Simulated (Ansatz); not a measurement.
AlH$_{5}$S, SMILES `[AlH3-][SH2+]`, relaxed with RKS PBE0-D4/def2-TZVP in Ansatz from a PBE-D4/def2-SVP geometry. The force threshold is 0.005 eV/Å; the program also tests the step.

Total charge 0; spin multiplicity 1.

Start:

```xyz
7

Al   -0.343   -0.138   -1.055
S    -0.152    0.190    1.501
H    -1.151   -1.526   -0.966
H    -1.151    1.228   -1.318
H     1.227   -0.183   -1.409
H     0.776    1.190    1.499
H     0.794   -0.761    1.749
```

```
step  energy (eV)  largest force (eV/Å)  largest move (Å)
   1  -17506.8814                 0.502             0.000
   2  -17506.8971                 0.231             0.046
   3  -17506.8988                 0.051             0.022
   4  -17506.8995                 0.009             0.011
   5  -17506.8995                 0.002             0.002
```

End:

```xyz
7

Al   -0.335   -0.134   -1.030
S    -0.149    0.189    1.477
H    -1.136   -1.512   -0.947
H    -1.140    1.217   -1.297
H     1.221   -0.177   -1.385
H     0.766    1.174    1.466
H     0.775   -0.757    1.716
```

It took 4.1 s on 4 threads of an Arm Neoverse V1 on a shared host, with 0.17 GiB of host memory at the peak.
